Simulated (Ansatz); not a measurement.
bcc Na was calculated with r²SCAN (Ansatz, an electronic-structure program, plane waves, PAW).

Run with plane-wave cutoff 600 eV, 16×16×16 k mesh, Fermi–Dirac smearing 0.1 eV, finite displacements, scalar-relativistic PAW data made under PBE.

The cell has the measured lattice parameters. Conventional cell: a = 4.2874 Å, b = 4.2874 Å, c = 4.2874 Å, α = 90.00°, β = 90.00°, γ = 90.00°.

```yaml
crystal:
  lattice:
    - [-2.14370, 2.14370, 2.14370]
    - [2.14370, -2.14370, 2.14370]
    - [2.14370, 2.14370, -2.14370]
  atoms:
    - { symbol: Na, position: [0.00000, 0.00000, 0.00000] }
```

Harmonic phonon frequencies (cm⁻¹; i marks an imaginary mode):

| q point | frequencies |
|---|---|
| H | … |
| N | 29 86 127 |

What belongs in the gaps?


- H, frequencies: 124 124 124

No imaginary mode appears at these points.

Note: the cell isn't this level's own, so it is under some stress, which shifts stiffness and frequencies.
